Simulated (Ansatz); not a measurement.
## Molecular dynamics of CH7BS

Input:

```yaml
crystal:
  periodic: [false, false, false]
  atoms:
    - { symbol: B, position_ang: [-0.001235, -0.354106, 0.205782] }
    - { symbol: C, position_ang: [-0.046774, 0.034395, 1.907438] }
    - { symbol: H, position_ang: [-0.938654, -0.255315, 2.481503] }
    - { symbol: H, position_ang: [0.858583, -0.162511, 2.49784] }
    - { symbol: H, position_ang: [-0.106017, 1.118718, 1.733642] }
    - { symbol: H, position_ang: [1.062085, -0.002071, -0.227718] }
    - { symbol: H, position_ang: [-1.032696, -0.01719, -0.305645] }
    - { symbol: S, position_ang: [0.112842, -2.434586, 0.092671] }
    - { symbol: H, position_ang: [-1.209535, -2.698531, 0.21254] }
    - { symbol: H, position_ang: [0.023703, -1.269698, 1.243449] }
basis:
  gaussian: { orbitals: def2-SVPD }
hamiltonian:
  xc: b3lyp
md:
  timestep: 0.5
  n_steps: 200
  ensemble: nve
  temperature: 300.0
  initial_velocities: maxwell_boltzmann
  seed: 10135
```

Command:

```bash
$ ansatz run input.yaml --threads 4 --pin off --max-ram 5120MiB --backend cpu --events-out ev --progress --plain --runs-dir out
```

It starts at the highest image of a converged band, a first-order saddle point between two minima.

Output, in part (one step line in 4, the closing report, with atoms numbered from 0):

```
md step     0: t =     0.00 fs  T =   300.0 K  F+E_penalty+E_count = -12657.80310276 eV  E_kin = 0.310224 eV  conserved = -12657.49287876 eV  (30 SCF iters)
md step     4: t =     2.00 fs  T =   235.7 K  F+E_penalty+E_count = -12657.73579972 eV  E_kin = 0.243730 eV  conserved = -12657.49206995 eV  (33 SCF iters)
md step     8: t =     4.00 fs  T =   176.7 K  F+E_penalty+E_count = -12657.67461962 eV  E_kin = 0.182734 eV  conserved = -12657.49188590 eV  (34 SCF iters)
md step    12: t =     6.00 fs  T =   178.8 K  F+E_penalty+E_count = -12657.67698732 eV  E_kin = 0.184912 eV  conserved = -12657.49207491 eV  (34 SCF iters)
md step    16: t =     8.00 fs  T =   230.8 K  F+E_penalty+E_count = -12657.73024883 eV  E_kin = 0.238664 eV  conserved = -12657.49158530 eV  (32 SCF iters)
md step    20: t =    10.00 fs  T =   387.4 K  F+E_penalty+E_count = -12657.89349422 eV  E_kin = 0.400578 eV  conserved = -12657.49291639 eV  (31 SCF iters)
md step    24: t =    12.00 fs  T =   431.8 K  F+E_penalty+E_count = -12657.93926004 eV  E_kin = 0.446464 eV  conserved = -12657.49279588 eV  (31 SCF iters)
md step    28: t =    14.00 fs  T =   422.4 K  F+E_penalty+E_count = -12657.92835517 eV  E_kin = 0.436820 eV  conserved = -12657.49153488 eV  (31 SCF iters)
md step    32: t =    16.00 fs  T =   560.3 K  F+E_penalty+E_count = -12658.07262557 eV  E_kin = 0.579437 eV  conserved = -12657.49318841 eV  (32 SCF iters)
md step    36: t =    18.00 fs  T =   601.7 K  F+E_penalty+E_count = -12658.11433229 eV  E_kin = 0.622177 eV  conserved = -12657.49215566 eV  (32 SCF iters)
md step    40: t =    20.00 fs  T =   697.7 K  F+E_penalty+E_count = -12658.21322389 eV  E_kin = 0.721439 eV  conserved = -12657.49178532 eV  (30 SCF iters)
md step    44: t =    22.00 fs  T =   924.2 K  F+E_penalty+E_count = -12658.44843390 eV  E_kin = 0.955660 eV  conserved = -12657.49277403 eV  (31 SCF iters)
md step    48: t =    24.00 fs  T =  1082.4 K  F+E_penalty+E_count = -12658.61218170 eV  E_kin = 1.119265 eV  conserved = -12657.49291625 eV  (30 SCF iters)
md step    52: t =    26.00 fs  T =  1195.1 K  F+E_penalty+E_count = -12658.72774504 eV  E_kin = 1.235879 eV  conserved = -12657.49186626 eV  (32 SCF iters)
md step    56: t =    28.00 fs  T =  1379.5 K  F+E_penalty+E_count = -12658.92023556 eV  E_kin = 1.426497 eV  conserved = -12657.49373890 eV  (29 SCF iters)
md step    60: t =    30.00 fs  T =  1394.4 K  F+E_penalty+E_count = -12658.93403954 eV  E_kin = 1.441931 eV  conserved = -12657.49210895 eV  (31 SCF iters)
md step    64: t =    32.00 fs  T =  1451.7 K  F+E_penalty+E_count = -12658.99377045 eV  E_kin = 1.501123 eV  conserved = -12657.49264719 eV  (31 SCF iters)
md step    68: t =    34.00 fs  T =  1490.1 K  F+E_penalty+E_count = -12659.03431108 eV  E_kin = 1.540902 eV  conserved = -12657.49340944 eV  (32 SCF iters)
md step    72: t =    36.00 fs  T =  1429.9 K  F+E_penalty+E_count = -12658.97000664 eV  E_kin = 1.478639 eV  conserved = -12657.49136728 eV  (31 SCF iters)
md step    76: t =    38.00 fs  T =  1556.7 K  F+E_penalty+E_count = -12659.10343631 eV  E_kin = 1.609729 eV  conserved = -12657.49370686 eV  (30 SCF iters)
md step    80: t =    40.00 fs  T =  1568.0 K  F+E_penalty+E_count = -12659.11359616 eV  E_kin = 1.621461 eV  conserved = -12657.49213526 eV  (32 SCF iters)
md step    84: t =    42.00 fs  T =  1636.0 K  F+E_penalty+E_count = -12659.18394518 eV  E_kin = 1.691805 eV  conserved = -12657.49213998 eV  (31 SCF iters)
md step    88: t =    44.00 fs  T =  1781.5 K  F+E_penalty+E_count = -12659.33567911 eV  E_kin = 1.842197 eV  conserved = -12657.49348174 eV  (31 SCF iters)
md step    92: t =    46.00 fs  T =  1763.5 K  F+E_penalty+E_count = -12659.31548473 eV  E_kin = 1.823606 eV  conserved = -12657.49187861 eV  (30 SCF iters)
md step    96: t =    48.00 fs  T =  1823.9 K  F+E_penalty+E_count = -12659.37916068 eV  E_kin = 1.886034 eV  conserved = -12657.49312685 eV  (32 SCF iters)
md step   100: t =    50.00 fs  T =  1793.0 K  F+E_penalty+E_count = -12659.34703739 eV  E_kin = 1.854122 eV  conserved = -12657.49291505 eV  (32 SCF iters)
md step   104: t =    52.00 fs  T =  1680.1 K  F+E_penalty+E_count = -12659.22920601 eV  E_kin = 1.737321 eV  conserved = -12657.49188452 eV  (31 SCF iters)
md step   108: t =    54.00 fs  T =  1681.5 K  F+E_penalty+E_count = -12659.23166776 eV  E_kin = 1.738768 eV  conserved = -12657.49289966 eV  (32 SCF iters)
md step   112: t =    56.00 fs  T =  1613.6 K  F+E_penalty+E_count = -12659.16139096 eV  E_kin = 1.668592 eV  conserved = -12657.49279895 eV  (29 SCF iters)
md step   116: t =    58.00 fs  T =  1541.0 K  F+E_penalty+E_count = -12659.08504656 eV  E_kin = 1.593500 eV  conserved = -12657.49154667 eV  (30 SCF iters)
md step   120: t =    60.00 fs  T =  1607.4 K  F+E_penalty+E_count = -12659.15564365 eV  E_kin = 1.662220 eV  conserved = -12657.49342336 eV  (31 SCF iters)
md step   124: t =    62.00 fs  T =  1561.2 K  F+E_penalty+E_count = -12659.10612619 eV  E_kin = 1.614436 eV  conserved = -12657.49169041 eV  (31 SCF iters)
md step   128: t =    64.00 fs  T =  1631.4 K  F+E_penalty+E_count = -12659.17929688 eV  E_kin = 1.687035 eV  conserved = -12657.49226178 eV  (31 SCF iters)
md step   132: t =    66.00 fs  T =  1741.8 K  F+E_penalty+E_count = -12659.29430097 eV  E_kin = 1.801131 eV  conserved = -12657.49317036 eV  (30 SCF iters)
md step   136: t =    68.00 fs  T =  1758.5 K  F+E_penalty+E_count = -12659.31009644 eV  E_kin = 1.818402 eV  conserved = -12657.49169475 eV  (31 SCF iters)
md step   140: t =    70.00 fs  T =  1872.3 K  F+E_penalty+E_count = -12659.42993884 eV  E_kin = 1.936158 eV  conserved = -12657.49378103 eV  (31 SCF iters)
md step   144: t =    72.00 fs  T =  1822.7 K  F+E_penalty+E_count = -12659.37710726 eV  E_kin = 1.884841 eV  conserved = -12657.49226653 eV  (30 SCF iters)
md step   148: t =    74.00 fs  T =  1781.4 K  F+E_penalty+E_count = -12659.33470352 eV  E_kin = 1.842141 eV  conserved = -12657.49256210 eV  (30 SCF iters)
md step   152: t =    76.00 fs  T =  1755.3 K  F+E_penalty+E_count = -12659.30793040 eV  E_kin = 1.815107 eV  conserved = -12657.49282329 eV  (32 SCF iters)
md step   156: t =    78.00 fs  T =  1670.5 K  F+E_penalty+E_count = -12659.21957655 eV  E_kin = 1.727430 eV  conserved = -12657.49214637 eV  (30 SCF iters)
md step   160: t =    80.00 fs  T =  1650.7 K  F+E_penalty+E_count = -12659.19947121 eV  E_kin = 1.707002 eV  conserved = -12657.49246965 eV  (30 SCF iters)
md step   164: t =    82.00 fs  T =  1642.0 K  F+E_penalty+E_count = -12659.19030065 eV  E_kin = 1.698006 eV  conserved = -12657.49229446 eV  (31 SCF iters)
md step   168: t =    84.00 fs  T =  1682.2 K  F+E_penalty+E_count = -12659.23157355 eV  E_kin = 1.739479 eV  conserved = -12657.49209495 eV  (27 SCF iters)
md step   172: t =    86.00 fs  T =  1802.8 K  F+E_penalty+E_count = -12659.35723763 eV  E_kin = 1.864250 eV  conserved = -12657.49298772 eV  (30 SCF iters)
md step   176: t =    88.00 fs  T =  1827.9 K  F+E_penalty+E_count = -12659.38300252 eV  E_kin = 1.890172 eV  conserved = -12657.49283091 eV  (31 SCF iters)
md step   180: t =    90.00 fs  T =  1818.5 K  F+E_penalty+E_count = -12659.37265643 eV  E_kin = 1.880517 eV  conserved = -12657.49213898 eV  (31 SCF iters)
md step   184: t =    92.00 fs  T =  1835.3 K  F+E_penalty+E_count = -12659.39151334 eV  E_kin = 1.897865 eV  conserved = -12657.49364876 eV  (31 SCF iters)
md step   188: t =    94.00 fs  T =  1706.4 K  F+E_penalty+E_count = -12659.25618526 eV  E_kin = 1.764569 eV  conserved = -12657.49161662 eV  (30 SCF iters)
md step   192: t =    96.00 fs  T =  1696.8 K  F+E_penalty+E_count = -12659.24749169 eV  E_kin = 1.754650 eV  conserved = -12657.49284177 eV  (30 SCF iters)
md step   196: t =    98.00 fs  T =  1647.8 K  F+E_penalty+E_count = -12659.19652643 eV  E_kin = 1.703945 eV  conserved = -12657.49258103 eV  (29 SCF iters)
md step   200: t =   100.00 fs  T =  1582.1 K  F+E_penalty+E_count = -12659.12773933 eV  E_kin = 1.636001 eV  conserved = -12657.49173869 eV  (27 SCF iters)
Total energy: -12659.12808415 eV, -465.2143764273 hartree
Atom 0 at    -0.058545    -1.278237    -1.712626 Å, force     0.403160    -1.779682     1.768364 eV/Å
Atom 1 at    -0.124207     1.136176     4.274475 Å, force     1.015532    -0.124097    -1.358289 eV/Å
Atom 2 at    -0.389662     1.788010     3.370327 Å, force     0.622348    -0.709022     1.236204 eV/Å
Atom 3 at     0.935180     1.199471     4.651853 Å, force    -0.786340     0.349848    -0.583322 eV/Å
Atom 4 at    -0.292005     0.083232     4.025702 Å, force     0.038322    -0.158411    -0.362537 eV/Å
Atom 5 at     0.992808    -0.790617    -1.981722 Å, force     0.110449     0.170548    -0.068392 eV/Å
Atom 6 at    -1.093998    -1.000055    -2.243372 Å, force    -0.079697    -0.177880     0.177327 eV/Å
Atom 7 at     0.173152    -2.623069    -0.307018 Å, force    -0.427040     1.660707    -1.803594 eV/Å
Atom 8 at    -1.091596    -3.100106    -0.191519 Å, force    -0.007062     0.125866    -0.073146 eV/Å
Atom 9 at    -0.784184     1.310397     5.085217 Å, force    -0.889671     0.642121     1.067385 eV/Å
Dipole moment:    -0.187795    -0.004072    -0.048791 e Å
```

The run went to its last step. The conserved energy stayed within 0.16 meV per atom of its start (net change 0.11 meV per atom), so the integration is sound. The kinetic energy rose, since the run started high on the potential surface and went downhill. It ends in pieces (BH3S + CH4), so much of that is their flight and rotation, not heat. A run of 0.1 ps of so small a system gives no equilibrium averages. The orbitals stay closed-shell, which can raise the energy where a bond breaks towards radicals; this wasn't checked here.

Between its relaxed ends the band would form C2–H10 and break B1–C2, S8–H10. These pairs go: C2–H10 1.47 → 1.06 Å, B1–C2 1.75 → 6.46 Å, S8–H10 1.64 → 6.74 Å. In the last frame they stand as after the step (other bonds may differ from the relaxed reactants and products). Also parted: B1–H10 1.38 → 7.31 Å. It ends as BH3S + CH4. Pairs count as bonded within 1.25 times the sum of covalent radii (0.12 Å more for H–H).

Last frame:

```xyz
10
Properties=species:S:1:pos:R:3
B -0.059 -1.278 -1.713
C -0.124 1.136 4.274
H -0.390 1.788 3.370
H 0.935 1.200 4.652
H -0.292 0.083 4.026
H 0.993 -0.791 -1.982
H -1.094 -1.000 -2.243
S 0.173 -2.623 -0.307
H -1.092 -3.100 -0.192
H -0.784 1.310 5.085
```

Run time: 2.2 min on 4 threads of Intel(R) Xeon(R) 6975P-C (Granite Rapids), on a shared host, peak memory 0.33 GiB.
